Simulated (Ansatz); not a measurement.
**Isomers**

Structures of CH₆BS (charge +1), closed shell, relaxed at PBE0-D4/def2-TZVP (vibrations not checked; lower isomers may exist, and structures with a doubtful reference or unclear bonds are left out). Ansatz 0.2.0; basis: def2-TZVPP; cores frozen in the correlated methods. B3LYP uses VWN-RPA correlation.

Task: Rank them by CCSD(T) energy, lowest first, and give each one's height above the lowest. Links in brackets join atoms within 1.22 times the sum of their covalent radii (1.1 for two metals). (To be estimated.)
A.
CH₆BS ([SH2][CH][BH]1[H][H]1), total charge +1
```
9
angstrom
C 0.1520 -0.4504 -0.3753
B -0.4802 0.8179 -0.2556
S 0.3926 -1.4862 1.0142
H -0.9960 1.1470 -1.5084
H -0.2313 1.4697 -1.4580
H -0.9097 1.5334 0.5781
H 0.4359 -0.9648 -1.2867
H 1.6768 -1.2340 1.3837
H -0.1303 -0.7164 1.9939
```
B.
CH₆BS ([BH2][CH2][SH2]), total charge +1
```
9
angstrom
B -0.6154 0.4376 -1.1329
C -0.3858 -0.1431 0.3134
S 1.2640 -0.8664 0.5176
H -1.6801 0.9232 -1.3320
H 0.2313 0.3900 -1.9691
H 2.0228 0.2482 0.4350
H 1.3800 -0.9578 1.8634
H -1.0848 -0.9718 0.4815
H -0.5667 0.6009 1.0934
```
C.
CH₆BS ([CH3][BH][SH2]), total charge +1
```
9
angstrom
C -0.6176 0.9223 -0.5835
B 0.1411 -0.3894 -0.4939
S 0.2173 -1.3276 1.1816
H -1.2744 0.9058 -1.4622
H 0.1336 1.6910 -0.8344
H -1.1746 1.2576 0.2906
H 0.6959 -1.0098 -1.3391
H 1.5030 -1.7403 1.1859
H 0.3755 -0.3097 2.0550
```
D.
CH₆BS ([H]1[H][BH]12[CH2][SH]2), total charge +1
```
9
angstrom
B -0.1504 -0.0031 -0.8552
C 0.8168 -0.5411 0.2259
S -0.4971 0.5064 0.9780
H -0.9387 -0.5440 -1.5451
H -0.0388 1.2388 -1.4651
H 1.7853 -0.1032 0.4465
H 0.7417 -1.5906 0.4910
H -1.4444 -0.4416 1.1351
H 0.7150 0.9006 -1.4311
```

Result: Computed: C (0.000 eV), B (0.977 eV), D (1.413 eV), A (2.679 eV). Heights count from the lowest.

Task: Do PBE-D4, r2SCAN-D4, PBE0-D4, B3LYP-D4, wB97M-V, HF, MP2 give the same order? (Judge from chemistry; the calculation decides.)

Result: The calculation gives: All do.

T1 diagnostic: at most 0.013.

For scale, one of the runs: CCSD(T)/def2-TZVPP, 188 basis functions, launched by `ansatz run in.yaml --threads 2 --pin off --events-out ev --progress --plain --max-ram 4352MiB`. Hardware: 2 CPU threads of an Arm Neoverse V2, shared host. Wall time 29 s; peak host memory 1.9 GiB.
